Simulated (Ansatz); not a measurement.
# HCl2 (doublet): the correlation ladder at distance Cl1–H2 along a hydrogen transfer = 1.563 Å, cc-pVDZ

How much of the correlation energy of HCl2 (doublet) does each wave-function method recover here?

Method: cc-pVDZ, core rule «outside noble gas», up to 10 orbitals frozen; program: Ansatz 0.2.0, Gaussian basis.

To be run: UHF; CCSD(T) on ROHF; CCSD(T) on UHF; BCCD(T) on ROHF; CISD; CCSDT(Q) on ROHF; CCSDT(Q) on UHF; CASSCF and MRCISD+Q, 3 electrons in 3 orbitals; CASSCF and NEVPT2, 3 electrons in 3 orbitals; CASSCF and MRCISD+Q, 15 electrons in 9 orbitals; CASSCF and NEVPT2, 15 electrons in 9 orbitals.

9 further runs of the same task are left out: 8 that didn't finish, 1 set aside as unsound or not needed.

## 1. The system

The geometry derives from fragments relaxed apart (PBE0/def2-TZVP) and kept rigid, so it is no stationary point. A hydrogen atom is moved between rigid fragments.

3 atoms, charge 0, spin multiplicity 2.

Atoms are counted from 1 here; the program's logs count them from 0.

Bond lengths: Cl1–H2 1.563 Å, H2–Cl3 1.464 Å. Angles: Cl1–H2–Cl3 180.0°.

Geometry (Å):

| atom | x (Å) | y (Å) | z (Å) |
| --- | --- | --- | --- |
| Cl1 | 0.0000 | 0.0000 | -1.5300 |
| H2 | 0.0000 | 0.0000 | 0.0330 |
| Cl3 | 0.0000 | 0.0000 | 1.4970 |

## 2. UHF

in.yaml reads:

```yaml
crystal:
  periodic: [false, false, false]
  atoms:
    - {symbol: Cl, position_ang: [0.000000, 0.000000, -1.530000]}
    - {symbol: H, position_ang: [0.000000, 0.000000, 0.033000]}
    - {symbol: Cl, position_ang: [0.000000, 0.000000, 1.497000]}
basis:
  gaussian: {orbitals: cc-pVDZ}
magnetization: {spin_polarized: true, initial_magnetization: 1}
hamiltonian: {xc: hf}
output: {orbitals: {seedname: orbitals}}
```

Launch:

```bash
$ ansatz run in.yaml --threads 1 --pin off --events-out ev --progress --plain --max-ram 2393MiB
```

The runs that follow: CCSD(T) on ROHF; CCSD(T) on UHF; BCCD(T) on ROHF; CISD; CCSDT(Q) on ROHF; CCSDT(Q) on UHF; CASSCF and MRCISD+Q, 3 electrons in 3 orbitals; CASSCF and NEVPT2, 3 electrons in 3 orbitals; CASSCF and MRCISD+Q, 15 electrons in 9 orbitals; CASSCF and NEVPT2, 15 electrons in 9 orbitals.

Before running them: what should the planned runs give, taken together? Wanted: UCCSDT(Q) below the RHF energy; RMP2 from UCCSDT(Q); UMP2 from UCCSDT(Q); RCCSD from UCCSDT(Q); RCCSD(T) from UCCSDT(Q); UCCSD(T) from UCCSDT(Q); RCCSDT(Q) from UCCSDT(Q); NEVPT2 pair from UCCSDT(Q); MRCISD+Q pair from UCCSDT(Q).

**Answer**, as computed:

| quantity | value |
| --- | --- |
| UCCSDT(Q) below the RHF energy | -8.7953 eV |
| RMP2 from UCCSDT(Q) | +1022.7 meV |
| UMP2 from UCCSDT(Q) | +1100.3 meV |
| RCCSD from UCCSDT(Q) | +195.8 meV |
| RCCSD(T) from UCCSDT(Q) | +32.7 meV |
| UCCSD(T) from UCCSDT(Q) | +33.6 meV |
| RCCSDT(Q) from UCCSDT(Q) | +0.1 meV |
| NEVPT2 pair from UCCSDT(Q) | +947.9 meV |
| MRCISD+Q pair from UCCSDT(Q) | +58.4 meV |
| NEVPT2 valence from UCCSDT(Q) | +1713.3 meV |
| levels within 1 kcal/mol (43 meV) | RCCSD(T), UCCSD(T), BCCD(T), RCCSDT, UCCSDT, RCCSDT(Q) |
| T1 diagnostic | 0.023 |
| effectively unpaired electrons | 1.01 |

What this shows: RCCSD(T) misses by +32.7 meV, 0.4 % of the correlation energy. One determinant dominates. Of the multireference levels listed MRCISD+Q valence comes nearest in total energy (+51.7 meV), which doesn't show that its space is the better one. These misses are within one basis, not against nature; the frozen cores of restricted and unrestricted runs differ, which can shift their rows.
